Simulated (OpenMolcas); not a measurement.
**Potential curves of PF⁺: spin-free states**

Computed with OpenMolcas 26.06: state-averaged CASSCF(9,7) over P 3s 3p, F 2p, XMS-CASPT2 (IPEA 0.25, imaginary shift 0.2 hartree), scalar X2C, ANO-RCC-VTZP, then RASSI spin–orbit state interaction with atomic mean-field integrals. C2 symmetry about the axis (a holds Σ, Δ, Γ; b holds Π, Φ, H; Σ⁺ and Σ⁻ are not told apart); roots by multiplicity and irrep: 2b 4, 4a 1, 2a 1, 4b 2.

XMS-CASPT2 energies in eV from the lowest point. Curves are followed by energy order within each symmetry, so they are adiabatic and may change character at avoided crossings; Σ⁺ and Σ⁻ are counted together.

```tsv
R (Å)	(1)2Π	(1)4Σ	(1)4Π	(2)2Π
1.334	1.145	5.956	11.821	12.256
1.411	0.313	4.999	9.670	10.082
1.551	0.000	4.482	7.162	7.676
1.629	0.204	4.549	6.393	6.859
1.706	0.559	4.723	5.863	6.283
1.815	1.157	5.009	5.399	5.758
1.954	2.012	5.296	5.104	5.382
2.171	3.252	5.488	4.990	5.181
2.482	4.471	5.538	5.074	5.189
```

Left out for impure symmetry, kinks or missing points, though low: (1)2Σ. Only roots inside an energy window near the equilibrium distance were included, so the list of states is not complete; labels number the states computed. Each spin and symmetry block has orbitals of its own, averaged over its own roots, so gaps between blocks are less sure than gaps within one and near the minimum can be off by tenths of an eV, in bad cases by more. No Rydberg orbitals are active, so Rydberg states, and σ→σ* states whose orbital the CASSCF left unused, can be missing between those listed. Points that failed a check (symmetry, reference weights, a jump) are left out.
